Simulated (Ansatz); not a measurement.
```yaml
crystal:
  periodic: [false, false, false]
  atoms:
    - {symbol: Si, position_ang: [-0.240417, 0.188523, -0.305795]}
    - {symbol: O, position_ang: [-0.538685, 0.472336, 1.303008]}
    - {symbol: H, position_ang: [-0.759778, -0.298083, 1.846445]}
    - {symbol: O, position_ang: [1.368087, 0.060735, -0.685087]}
    - {symbol: H, position_ang: [1.826032, -0.748392, -0.412351]}
    - {symbol: H, position_ang: [-0.696312, 1.391841, -1.045339]}
    - {symbol: H, position_ang: [-0.958926, -1.066959, -0.700882]}
basis:
  gaussian: {orbitals: "6-31++G**"}
total_charge: -1
magnetization: {spin_polarized: true, initial_magnetization: 1}
hamiltonian: {xc: {name: PBE0}}
output: {forces: true}
```

```sh
$ ansatz run in.yaml --threads 2 --pin off --events-out ev --progress --plain --max-ram 4352MiB
```

Shortened log:

```
Functional definition: PBE0
748 factors; integrals over basis functions are off by at most 8.7e-4 eV
mean field evaluation 1: about -12028.9290 eV, gradient 2.0e1 eV
mean field evaluation 2: about -12027.4013 eV, gradient 2.9e1 eV
mean field evaluation 4: about -12030.3806 eV, gradient 5.2e-1 eV
mean field evaluation 8: about -12030.6052 eV, gradient 2.3e-1 eV
mean field evaluation 16: about -12030.6058 eV, gradient 1.0e-3 eV
mean field evaluation 32: about -12030.1286 eV, gradient 9.9e-2 eV
a density is far from that of the atoms, so the factors are made again for it
794 factors; integrals over basis functions are off by at most 8.0e-4 eV
mean field -12030.60581224 eV, -442.1166089621 hartree, gradient 2.4e-5 eV, S^2 0.750163; 0 other end points of the search recorded, 0 dependent functions left out
reference -12030.60584521 eV, -442.1166101740 hartree; 18, 17 occupied and 67, 68 virtual orbitals, 794 factors
Total energy: -12030.60584521 eV, -442.1166101740 hartree
Atom 0 at    -0.240417     0.188523    -0.305795 Å, force     0.161703    -0.303319     0.363838 eV/Å
Atom 1 at    -0.538685     0.472336     1.303008 Å, force    -0.210050     0.305405    -0.234168 eV/Å
Atom 2 at    -0.759778    -0.298083     1.846445 Å, force     0.113818    -0.222593     0.119361 eV/Å
Atom 3 at     1.368087     0.060735    -0.685087 Å, force     0.015897     0.155190    -0.246073 eV/Å
Atom 4 at     1.826032    -0.748392    -0.412351 Å, force    -0.031459    -0.115207     0.116786 eV/Å
Atom 5 at    -0.696312     1.391841    -1.045339 Å, force    -0.032236    -0.040058    -0.016134 eV/Å
Atom 6 at    -0.958926    -1.066959    -0.700882 Å, force    -0.017672     0.220583    -0.103610 eV/Å
Dipole moment:    -0.535136     0.763465    -0.886796 e Å
```

Run time 11 s (2 threads of Intel Xeon on a shared host).

The 6-31G sets use Cartesian d functions.

The dipole of an ion depends on the origin.
